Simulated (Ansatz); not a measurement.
A nudged elastic band was laid between two geometries of C3H6ClN (11 atoms, charge 0, multiplicity 1).

Theory: RHF/def2-SVP in Ansatz 0.2.0.

- movable images: 9
- climbing image: yes
- spring: 5.0 eV/Å²
- optimiser: fire
- start path: through a guess of the saddle point
- force threshold: 0.05 eV/Å
- iteration limit: 60
- end points: relaxed
- largest step: 0.5 Å

First end point:

```xyz
11
Properties=species:S:1:pos:R:3
C -1.487 1.181 -0.093
N -0.776 -0.074 -0.075
C 0.446 -0.171 0.036
C 1.208 -1.460 0.059
Cl 1.514 1.254 0.192
H -1.167 1.800 -0.933
H -2.552 0.987 -0.188
H -1.314 1.746 0.824
H 1.754 -1.555 0.998
H 1.934 -1.482 -0.753
H 0.507 -2.283 -0.047
```

Last end point:

```xyz
11
Properties=species:S:1:pos:R:3
C -1.458 1.202 -0.207
N -0.715 -0.029 -0.317
C 0.425 -0.186 0.118
C 1.218 -1.452 0.019
Cl 1.322 1.114 0.956
H -2.432 1.074 -0.674
H -1.605 1.481 0.837
H -0.937 2.022 -0.703
H 1.480 -1.810 1.015
H 2.145 -1.273 -0.526
H 0.622 -2.200 -0.498
```

**Question.** Which bonds break or form, and what moves?

**Answer.** No bond is made or broken. The dihedral H8–C1–N2–C3 goes from -59 to 60°. The two ends are copies of one structure, up to a mirror image or an exchange of like atoms.

**Question.** What energy profile does the band end with?

**Answer.** It converged. The highest image is number 1 of 0 to 10, 0.000 eV above the ends, which have the same energy within 2 meV. A structure lower than the last end lies on the path between it and the top, so the climb from that side starts below the end, which may itself be a saddle point or a shallow side well. The top lies less than 8 meV above the higher end, about what the thresholds resolve: that end is a shoulder or a very shallow well. The order of the stationary point at the top wasn't checked.

```tsv
image	path coordinate (Å)	energy (eV)	dihedral H8–C1–N2–C3 (°)
0	0.00	0.000	-59
1	0.31	0.000	-47
2	0.62	0.000	-35
3	0.93	-0.003	-23
4	1.25	-0.005	-11
5	1.56	-0.006	0
6	1.87	-0.005	12
7	2.18	-0.003	24
8	2.50	-0.001	36
9	2.81	0.000	48
10	3.13	0.000	60
```

**Question.** What is the geometry of the highest image?

**Answer.** 
```xyz
11
Properties=species:S:1:pos:R:3
C -1.486 1.183 -0.105
N -0.769 -0.067 -0.111
C 0.446 -0.171 0.047
C 1.208 -1.460 0.052
Cl 1.511 1.243 0.305
H -1.289 1.736 -1.025
H -2.554 0.983 -0.049
H -1.198 1.815 0.736
H 1.711 -1.588 1.011
H 1.970 -1.452 -0.727
H 0.514 -2.279 -0.114
```

The run took 10 min on 1 thread of Intel(R) Xeon(R) Platinum 8488C (Sapphire Rapids) (shared host), peak memory 0.22 GiB.
